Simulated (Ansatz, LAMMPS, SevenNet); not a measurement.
## Ladder of methods for the Voigt–Reuss–Hill bulk modulus of zinc-blende InP

Reference value: 71 GPa (measured, temperature not stated, not corrected to a static lattice, from single-crystal Cij; as tabulated in Råsander and Moram (2015), arXiv:1505.02379).

**Question.** What do SevenNet-0, SevenNet-l3i5, SNAP InP_JCPA2020.snap, B3LYP (VWN-RPA form), LC-ωPBE, r²SCAN0, r²SCANh give, and how far is each from the reference?

**Answer.** 
```tsv
level (code)	value (GPa)	cell (Å³/atom)	difference (%)
SevenNet-0 (SevenNet)	58.5	26.42	-17.6
SevenNet-l3i5 (SevenNet)	64.3	26.39	-9.4
SNAP InP_JCPA2020.snap (LAMMPS)	85.0	24.76	+19.7
B3LYP (VWN-RPA form) (Ansatz)	60.5	26.80	-14.8
LC-ωPBE (Ansatz)	87.8	24.44	+24
r²SCAN0 (Ansatz)	75.1	25.32	+5.8
r²SCANh (Ansatz)	71.1	25.57	+0.1
```

Leaving aside SNAP InP_JCPA2020.snap, which can be fitted to such values or carry a doubt: The reference's temperature isn't stated, so close values are not ranked against it.

The measured value isn't corrected to a static lattice, so vibrations enter the comparison. A static lattice is as a rule stiffer than a warm one, by over a tenth in soft solids.  Each level is taken at its own relaxed cell. Cutoffs differ between the levels. Ansatz's density-functional and Hartree–Fock values are scalar-relativistic unless marked +SOC, with PAW data made under PBE.

Machine-learned potentials (SNAP InP_JCPA2020.snap, SevenNet-0, SevenNet-l3i5) are trained on DFT data, which may include these solids.

Differences are worked out from the printed values.

Ansatz is a first-principles code.
